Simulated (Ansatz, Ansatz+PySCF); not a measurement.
Stretching triplet O₂

The O–O distance is varied.

Basis set: STO-3G (spherical functions). Frozen core: 2 orbitals. Charge 0, multiplicity 3.

Computed with Ansatz (development build ahead of 0.2.0), each point on the determinant that the search for low states chose. Each curve is measured from its own lowest point listed. The UHF curve may step between solutions. The UHF-CCSD curve may step between solutions. The UHF-CCSD(T) curve may step between solutions. The PBE0 (unrestricted) curve may step between solutions.

```csv
r(O–O) (Å),UHF (eV),UHF-CCSD (eV),UHF-CCSD(T) (eV)
1.069,2.023,3.068,3.067
1.129,0.710,1.408,1.404
1.188,0.163,0.486,0.479
1.307,0.000,0.000,0.000
1.367,0.178,0.179,0.180
1.426,0.488,0.522,0.522
1.485,0.906,0.969,0.966
1.604,1.590,1.795,1.749
1.664,1.757,2.237,2.179
1.723,1.863,2.678,2.620
1.842,1.970,3.397,3.376
2.079,2.039,3.845,3.849
2.198,2.057,3.892,3.897
2.317,2.072,4.063,4.069
2.436,2.083,3.925,3.932
2.674,2.098,3.937,3.945
2.792,2.100,3.939,3.948
2.911,2.100,3.939,3.947
```

Question: Give the PBE0 (unrestricted) curve at the same distances.

Answer: r (Å), E (eV) and a bar:
```
    1.069      2.762 #############
    1.129      1.160 #####
    1.188      0.302 #
    1.307      0.000
    1.367      0.294 #
    1.426      0.769 ####
    1.485      1.367 ######
    1.604      2.716 #############
    1.664      3.339 ###############
    1.723      3.922 ##################
    1.842      4.923 #######################
    2.079      5.917 ###########################
    2.198      6.146 ############################
    2.317      6.289 #############################
    2.436      6.378 #############################
    2.674      6.456 ##############################
    2.792      6.474 ##############################
    2.911      6.486 ##############################
```

Caution at some points: the unrestricted determinant is a mixture of spin states. Caution for UHF at some points, UHF-CCSD at some points, UHF-CCSD(T) at some points: the determinant may break the point group. Caution for UHF-CCSD at some points, UHF-CCSD(T) at some points: large amplitudes, a single reference is doubtful; the program doubts this total; very large amplitudes, the method is breaking down; the amplitudes may be one of several solutions.
